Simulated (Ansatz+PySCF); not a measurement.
A calculation with PySCF 2.14.0.

```python
from pyscf import gto, scf, cc

mol = gto.M(atom="""
P 0.000000 0.000000 0.000000
O 0.000000 0.000000 2.160000
""", basis='6-31g', charge=0, spin=1)
mf = scf.UHF(mol)
mf.kernel()
mycc = cc.CCSD(mf, frozen=6).run()
et = mycc.ccsd_t()
print(mf.e_tot, mycc.e_corr, et, mycc.e_tot + et)
```

The script is written out from the run's settings.

The run gave:

```yaml
Converged: yes
Reference_energy: -415.31676 hartree
CCSD_correlation_energy: -0.25212 hartree
Triples_correction: -0.04608 hartree
Total_energy: -415.61495 hartree
Spin_squared_of_the_determinant: 0.860
```

The reference isn't the lowest determinant (another lies 4.01 eV lower), but the same method gives a higher total on the lower determinant. Caution: large share of triples, a single reference is doubtful; the unrestricted determinant is spin contaminated; another reference gives a lower total.
